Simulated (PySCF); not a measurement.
Compound: C2ClF3.
Bonds: F1–C2, C2–F3, C2–C4 (double), C4–F5, C4–Cl6.

Computed with PySCF at PBE0/pcSseg-1 and PBE0/def2-SVPD, non-relativistic, on one gas-phase PBE0-D3(BJ)/def2-SVP geometry that isn't relaxed in the solvent. The solvent is an IEF-PCM continuum (van der Waals radii × 1.2). Only the electrostatic response of the medium enters.

Gas phase at PBE0/pcSseg-1: HOMO -7.48 eV, LUMO 0.21 eV, dipole 0.38 D.

What does the continuum do to the energy, the frontier levels and the dipole at PBE0/pcSseg-1 in benzene and tetrahydrofuran?

| solvent | ε | E(solvent) − E(gas) (kcal/mol) | polarisation term (kcal/mol) | distortion of the solute (kcal/mol) | HOMO (eV) | LUMO (eV) | dipole (D) |
| --- | --- | --- | --- | --- | --- | --- | --- |
| benzene | 2.271 | -0.41 | -0.42 | 0.01 | -7.40 | 0.30 | 0.40 |
| tetrahydrofuran | 7.426 | -0.77 | -0.80 | 0.03 | -7.35 | 0.35 | 0.42 |

The polarisation term is half the interaction of the solute with the surface charges that it induces; the rest is the cost of distorting the solute's density. The sum is the electrostatic part of solvation alone. From benzene to tetrahydrofuran the lowering changes by a factor 1.88, Onsager's factor (ε − 1)/(2ε + 1) by 1.77 and ε itself by 3.3.

Gas phase at PBE0/def2-SVPD: HOMO -7.60 eV, LUMO 0.02 eV, dipole 0.38 D.

What does the continuum do to the energy, the frontier levels and the dipole at PBE0/def2-SVPD in benzene and tetrahydrofuran?

| solvent | ε | E(solvent) − E(gas) (kcal/mol) | polarisation term (kcal/mol) | distortion of the solute (kcal/mol) | HOMO (eV) | LUMO (eV) | dipole (D) |
| --- | --- | --- | --- | --- | --- | --- | --- |
| benzene | 2.271 | -0.42 | -0.43 | 0.01 | -7.52 | 0.10 | 0.40 |
| tetrahydrofuran | 7.426 | -0.79 | -0.82 | 0.03 | -7.47 | 0.16 | 0.42 |

How does the static polarisability (PBE0/def2-SVPD, frozen core, with the continuum's full static response) change?

```json
{"medium": "gas", "isotropic (au)": "41.6", "principal values (au)": "29.4, 40.1, 55.4", "⟨r²⟩ of the electrons (bohr²)": "658.1"}
{"medium": "benzene", "isotropic (au)": "46.4", "principal values (au)": "32.5, 44.5, 62.1", "⟨r²⟩ of the electrons (bohr²)": "658.1"}
{"medium": "tetrahydrofuran", "isotropic (au)": "50.7", "principal values (au)": "35.9, 48.5, 67.7", "⟨r²⟩ of the electrons (bohr²)": "658.2"}
```

The isotropic value in tetrahydrofuran is 1.22 times the gas-phase one; no cavity-field correction is applied. ⟨r²⟩ is taken about the centre of nuclear charge.
